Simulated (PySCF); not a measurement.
Numbering as in the mapped SMILES `[F:1][C:2]1=[CH:3][PH:4]1`. Each H is labelled by its parent atom.

[PySCF 2.14: shielding tensors at PBE0/pcSseg-1 (GIAO); geometry: GFN2-xTB; single conformer; no relativistic terms; in vacuum]

References, each an isolated molecule treated in the same way: 13C (σref 186.93) and 1H (σref 31.72) vs TMS; 19F (σref 170.95) against CFCl3; 31P (σref 318.38) against H3PO4.

```tsv
atoms	nucleus	count	δ (ppm)
F1	19F	1	-134.7
H(P4)	1H	1	3.68
H(C3)	1H	1	5.58
P4	31P	1	-168.5
C2	13C	1	?
C3	13C	1	?
```

Fill in the missing shifts.

Answers


- C2: 169.7 ppm, fully substituted alkene carbon
- C3: 74.8 ppm, alkene CH

Shifts are as computed. Against solution values, carbons near 30 ppm lie about +3 ppm off and those near 130 ppm about +5 ppm. Of 1211 compounds with measured shifts, 218 miss one by over three times the rms of a fit or turn the order of signals round; such compounds aren't used in these exercises. Unscaled 19F shifts against computed CFCl3 carry errors that often reach 10 to 50 ppm. Experimental scales use liquid or dissolved standards, which lie at an offset from isolated H3PO4.
